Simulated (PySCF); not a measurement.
**P, P+, P(2+), P(3+): ionisation energies in x2c-QZVPPall**

Aim: the ionisation energy of phosphorus from differences of total energies, at each level of theory, and how far each lands from the tabulated value where there is one.

Method: unrestricted determinants in a Gaussian basis, no spin-orbit coupling in the energies. Code: PySCF 2.14.0.

## (1) What is computed

```
Element                                   : phosphorus (Z = 15)
Basis                                     : x2c-QZVPPall
Hamiltonian                               : the spin-free X2C one-electron Hamiltonian (Gaussian nucleus)
State 1                                   : P: [Ne] 3s2 3p3, high-spin 4S determinant
State 2                                   : P+: [Ne] 3s2 3p2, high-spin 3P determinant
State 3                                   : P(2+): [Ne] 3s2 3p1, 2P determinant
State 4                                   : P(3+): [Ne] 3s2, closed-shell 1S
Methods                                   : CCSD(T)
Core shells frozen in the correlated runs : valence and next inner shell: 1s2 (for P)
```

The outer shells:

P [Ne] 3s2 3p3
```
[Ne] core
3s [↑↓]
3p [↑ ][↑ ][↑ ]
```

P+ [Ne] 3s2 3p2
```
[Ne] core
3s [↑↓]
3p [↑ ][↑ ][  ]
```

P2+ [Ne] 3s2 3p1
```
[Ne] core
3s [↑↓]
3p [↑ ][  ][  ]
```

P3+ [Ne] 3s2
```
[Ne] core
3s [↑↓]
```

One driver process ran all states and methods and kept the integrals in memory. Each run is shown as a PySCF script that sums up its settings (the driver passes frozen orbitals as a list and adds second-order terms of double hybrids); the logs are those of the runs themselves. The driver starts from symmetry-adapted Hartree-Fock orbitals, holds the occupation by maximum overlap and uses a logarithmic radial grid for functionals, so a plain start would take other cycles.

The integrals over 70 functions and the set-up took 0.38 s of CPU time.

## (2) P: CCSD(T) (valence and next inner shell)

Level: CCSD(T) (valence and next inner shell).

The input, input.py:

```python
from pyscf import gto, scf, dft, mp, cc
import basis_set_exchange as bse
mol = gto.M(atom="P 0 0 0", charge=0, spin=3, symmetry="D2h",
            basis=gto.basis.parse(bse.get_basis("x2c-QZVPPall", elements=["P"], fmt="nwchem")),
            nucmod="G")
mf = scf.UHF(mol).sfx2c1e()
mf.irrep_nelec = {'Ag': (3, 3), 'B1u': (2, 1), 'B2u': (2, 1), 'B3u': (2, 1)}
mf.kernel()
mycc = cc.CCSD(mf, frozen=1).run()
mycc.ccsd_t()
```

## (3) P+: CCSD(T) (valence and next inner shell)

Level: CCSD(T) (valence and next inner shell).

The input, input.py:

```python
from pyscf import gto, scf, dft, mp, cc
import basis_set_exchange as bse
mol = gto.M(atom="P 0 0 0", charge=1, spin=2, symmetry="D2h",
            basis=gto.basis.parse(bse.get_basis("x2c-QZVPPall", elements=["P"], fmt="nwchem")),
            nucmod="G")
mf = scf.UHF(mol).sfx2c1e()
mf.irrep_nelec = {'Ag': (3, 3), 'B1u': (2, 1), 'B2u': (2, 1), 'B3u': (1, 1)}
mf.kernel()
mycc = cc.CCSD(mf, frozen=1).run()
mycc.ccsd_t()
```

## (4) P(2+): CCSD(T) (valence and next inner shell)

Level: CCSD(T) (valence and next inner shell).

The input, input.py:

```python
from pyscf import gto, scf, dft, mp, cc
import basis_set_exchange as bse
mol = gto.M(atom="P 0 0 0", charge=2, spin=1, symmetry="D2h",
            basis=gto.basis.parse(bse.get_basis("x2c-QZVPPall", elements=["P"], fmt="nwchem")),
            nucmod="G")
mf = scf.UHF(mol).sfx2c1e()
mf.irrep_nelec = {'Ag': (3, 3), 'B1u': (1, 1), 'B2u': (2, 1), 'B3u': (1, 1)}
mf.kernel()
mycc = cc.CCSD(mf, frozen=1).run()
mycc.ccsd_t()
```

## (5) P(3+), at CCSD(T) (valence and next inner shell)

Level: CCSD(T) (valence and next inner shell).

The input, input.py:

```python
from pyscf import gto, scf, dft, mp, cc
import basis_set_exchange as bse
mol = gto.M(atom="P 0 0 0", charge=3, spin=0, symmetry="D2h",
            basis=gto.basis.parse(bse.get_basis("x2c-QZVPPall", elements=["P"], fmt="nwchem")),
            nucmod="G")
mf = scf.UHF(mol).sfx2c1e()
mf.irrep_nelec = {'Ag': (3, 3), 'B1u': (1, 1), 'B2u': (1, 1), 'B3u': (1, 1)}
mf.kernel()
mycc = cc.CCSD(mf, frozen=1).run()
mycc.ccsd_t()
```

Before running it: what results should come out?

The runs gave:

| quantity | value |
| --- | --- |
| ionisation energy, P | UHF 9.893, CCSD(T) (valence and next inner shell) 10.480 eV; reference 10.526 |
| ionisation energy, P+ | UHF 19.156, CCSD(T) (valence and next inner shell) 19.713 eV; reference 19.769 |
| ionisation energy, P(2+) | UHF 29.580, CCSD(T) (valence and next inner shell) 30.070 eV; reference 30.203 |

Each level's miss (mean over 2 differences):

| method | mean absolute miss against the measured values (with the measured fine structure taken into account where it is known) (eV) |
| --- | --- |
| UHF | 0.607 |
| MP2 (valence and next inner shell) | 0.126 |
| SCS-MP2 (valence and next inner shell) | 0.221 |
| CCSD (valence and next inner shell) | 0.107 |
| CCSD(T) (valence and next inner shell) | 0.068 |

**Reading.** Against experiment CCSD(T) (valence and next inner shell) comes closest (mean absolute error over 2 measured values 0.07 eV) and UHF is farthest (0.61 eV). Hartree-Fock falls short because the species with more electrons holds more correlation energy, which it lacks. All values hold for this basis alone; no basis-set limit was taken.
